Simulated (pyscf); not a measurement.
Structures and frequencies: ωB97X-D3(BJ)/def2-SVP in PySCF.

For the elementary gas-phase step HN=B–NH₂ (SMILES N=BN) + H₂ (SMILES [H][H]) -> HB=NH (SMILES B=N) + NH₃ (SMILES N) (singlet surface; B–N, H–H broken, B–H, H–N formed), what barrier and reaction energy does HF/def2-TZVP give, measured from the separated reactants?

ΔE‡ = 64.4 kcal/mol, ΔE = +5.9 kcal/mol. ωB97M-D3(BJ)/def2-TZVP gives 47.9 kcal/mol and +7.5 kcal/mol. Zero-point energy shifts the barrier by +3.4 kcal/mol. It is a four-centre exchange, with an imaginary mode of 1587i cm⁻¹. On the product side the descent ends in an adduct with a B–N contact, 9.9 kcal/mol under the separated species and 50.7 kcal/mol under the saddle at ωB97X-D3(BJ)/def2-TZVP. What is counted as broken (B–N) persists as a longer contact in the product adduct; parting that adduct is a step of its own. At the saddle there is also a short B–H contact that neither side keeps. This is the saddle that the search found; another between the same sides may lie lower.
